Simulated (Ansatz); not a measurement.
**Telling isomers of H7PSi2 apart by their spectra**

These gas-phase data were calculated for one isomer of H7PSi2 at B3LYP-D3(BJ)/def2-SVP (harmonic, unscaled wavenumbers; equilibrium rotational constants with average atomic masses):

* rotational constants: 8.118, 2.517, 2.044 GHz
* all wavenumbers above 1500 cm⁻¹: 2368, 2236, 2233, 2230, 2227, 2216, 2209
* dipole moment: 0.63 D (PBE0/def2-TZVPD)

Candidates:

(1) `[SiH3][SiH2]P`, a singlet
(2) `[SiH3]P[SiH3]`, a singlet

Problem. Which candidate do the data belong to?

Solution. Candidate (2). 1 mode lies between 2250 and 2520 cm⁻¹, one for each P–H bond, while (1) has 2.

The same quantities for all candidates:

```
     rotational constants (GHz)               wavenumbers above 1500 cm⁻¹  dipole (D)  E above the lowest, B3LYP-D3(BJ)/def2-SVP (kcal/mol)
(1)         9.544, 2.036, 1.773  2378, 2366, 2222, 2218, 2212, 2212, 2205        0.57                                                   4.2
(2)         8.118, 2.517, 2.044  2368, 2236, 2233, 2230, 2227, 2216, 2209        0.63                                                   0.0
```

Each candidate is one conformer. Programs: Ansatz 0.2.0.
